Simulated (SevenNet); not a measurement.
## 2H WS2

Calculation: the machine-learned potential SevenNet-0 (trained on PBE and PBE+U data).

Cell: relaxed at this level.

* **lattice constant a**: 3.188 Å
* **lattice parameter c**: 15.635 Å

Measured, for comparison: lattice constant a 3.153 Å, lattice parameter c 12.323 Å (300 K, no zero-point or thermal correction; as tabulated in arXiv:1605.07067). Computed (rounded) less measured: lattice constant a +1.1 %, lattice parameter c +26.9 %.

A machine-learned potential is trained on density-functional data: it inherits that level's misses and adds fitting errors of its own.

Note: elastic tensor is not positive definite: mechanically unstable at this level; the model's c/a of 4.90 is far from the 3.91 of the starting cell; this model's volume lies 30 % above that of the starting cell (a measured, published or database cell); the cell moved over 20 % in volume from its start.
